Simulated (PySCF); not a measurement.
All values below come from PBE-D3(BJ)/def2-TZVP // PBE0-D3(BJ)/def2-TZVP in PySCF. Gas-phase values, no solvent. 

Reference species (SMILES): `[AlH3]` (neutral, multiplicity 1).

LUMO: -2.53 eV
HOMO–LUMO gap: 4.77 eV
HOMO: -7.30 eV

Changed species: `[Cl][Al]([Cl])[Cl]` (3 of 3 H replaced by Cl; the reference has 0 of 3 H replaced by Cl).

Task: What does the change do to the LUMO, HOMO–LUMO gap and HOMO?

Result: the LUMO rises by 0.42 eV, to -2.11 eV; the HOMO–LUMO gap increases by 1.07 eV, to 5.84 eV; the HOMO falls by 0.65 eV, to -7.95 eV.
